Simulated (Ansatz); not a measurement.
# ClH2SSi: the cost of one run

All numbers below are computed with Ansatz 0.2.0 (UKS B3LYP-D4/STO-3G).

1 further run of the same task is left out (it didn't finish).

## (1) The system as given

Bond lengths: S1–Si2 2.092 Å, Si2–Cl3 2.036 Å, S1–H4 1.285 Å, Si2–H5 1.480 Å. Angles: S1–Si2–Cl3 108.5°, S1–Si2–H5 106.7°, Cl3–Si2–H5 108.1°, Si2–S1–H4 96.9°.

Structure file:

```xyz
5

S    -1.4419    0.1365   -0.2467
Si    0.6483    0.1460   -0.3413
Cl    1.3305    1.8040    0.6231
H    -1.6014   -1.1161   -0.4823
H     1.1144   -1.0439    0.4058
```

## (2) End point A

input.yaml reads:

```yaml
crystal:
  periodic: [false, false, false]
  atoms:
    - { symbol: S, position_ang: [-1.4419, 0.1365, -0.2467] }
    - { symbol: Si, position_ang: [0.6483, 0.146, -0.3413] }
    - { symbol: Cl, position_ang: [1.3305, 1.804, 0.6231] }
    - { symbol: H, position_ang: [-1.6014, -1.1161, -0.4823] }
    - { symbol: H, position_ang: [1.1144, -1.0439, 0.4058] }
magnetization:
  spin_polarized: true
  initial_magnetization: 1
basis:
  gaussian: { orbitals: STO-3G }
hamiltonian:
  xc: b3lyp
  dispersion: d4
relax:
  f_tol: 0.015
  max_steps: 40
output:
  orbitals: {}
```

On the command line:

```bash
$ ansatz run input.yaml --threads 1 --pin off --max-ram 2048MiB --backend cpu --events-out ev --progress --plain --runs-dir out
```

**Question.** How long does this run take on 1 thread of Intel Xeon Platinum 8375C at 2.90GHz (Ice Lake), shared host, and how much memory does it need?

About 12 s, with a peak of 0.15 GiB.
